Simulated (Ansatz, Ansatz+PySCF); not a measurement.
```yaml
atoms:
  - { symbol: O, position_ang: [1.1301, -0.0455, 0.0065] }
  - { symbol: C, position_ang: [0.3104, 1.1123, 0.0065] }
  - { symbol: C, position_ang: [-0.9610, 0.6995, -0.0474] }
  - { symbol: C, position_ang: [-0.9107, -0.7174, -0.0152] }
  - { symbol: C, position_ang: [0.3998, -1.0699, -0.0038] }
  - { symbol: H, position_ang: [0.8132, 2.0251, -0.0110] }
  - { symbol: H, position_ang: [-1.8303, 1.3554, -0.0429] }
  - { symbol: H, position_ang: [-1.8520, -1.3729, -0.0382] }
  - { symbol: H, position_ang: [0.9015, -2.0588, -0.0157] }
```

RHF on singlet C₄H₄O was run in several spherical basis sets with Ansatz (development build ahead of 0.2.0). Caution for RHF: no unrestricted run beside it, a lower state can exist.

Q: Rank the basis sets by the total energy that they give, lowest first, with the distance from the lowest.
A. def2-SVP
B. 6-31G(d)
C. STO-3G
D. 6-31G
E. def2-TZVP
F. cc-pVDZ
G. cc-pVTZ

A: E (0.00 eV), G (0.19 eV), F (1.93 eV), B (2.51 eV), D (5.28 eV), A (7.07 eV), C (80.93 eV).

Totals follow the description of the cores as much as that of the bonds, so this order isn't one of quality for chemistry.
